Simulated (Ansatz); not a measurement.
SiO2: computed properties

Computed with DFT LDA, scalar-relativistic, plane waves, PAW (Ansatz 0.2.0).

Cutoff 420 eV; k points 8×8×8 on the computed 6-atom cell (Γ-centred); Gaussian smearing, width 0.02 eV; no spin polarisation.

The structure is relaxed at this level of theory with its symmetry kept. This form isn't the usual stable structure of the compound.

```
Si O
1.0
    -2.46250    2.46250    3.64367
     2.46250   -2.46250    3.64367
     2.46250    2.46250   -3.64367
Si O
2 4
Direct
  0.00000 0.00000 0.00000
  0.75000 0.25000 0.50000
  0.97428 0.62500 0.84928
  0.37500 0.22428 0.34928
  0.77572 0.12500 0.15072
  0.87500 0.02572 0.65072
```

Problem. Formation energy from the elements' standard states (uncorrected)?

Solution. -3.112 eV/atom.

Problem. Kohn–Sham band gap?

Solution. 5.76 eV, direct at Γ.

Problem. Löwdin character of the top 1 eV of the valence band?

Solution. O 2p 96 %.

Problem. Löwdin character of the lowest 1 eV of the conduction band?

Solution. Si 3s 36 %, O 2s 19 %, Si 3p 17 %, unprojected 23 %.

Problem. Electron masses at the edge by Cartesian direction of the standard setting (m_e; degenerate bands sorted by energy; no spin-orbit coupling)?

Solution. x: 0.55; y: 0.55; z: 0.55.

Problem. Hole masses at the edge by Cartesian direction of the standard setting (m_e; degenerate bands sorted by energy; no spin-orbit coupling)?

Solution. x: 6.6, 2.9; y: 6.6, 2.9; z: 2.3, 2.3.

Problem. Bulk modulus?

Solution. 19.6 GPa.

Problem. Its pressure derivative?

Solution. 2.5.

Problem. Electronic dielectric constant xx, yy, zz of the standard setting (independent particles)?

Solution. 2.4, 2.4, 2.4.

Problem. Bader charges (e)?

Solution. Si (2 in the cell) 3.28, O (4 in the cell) -1.64.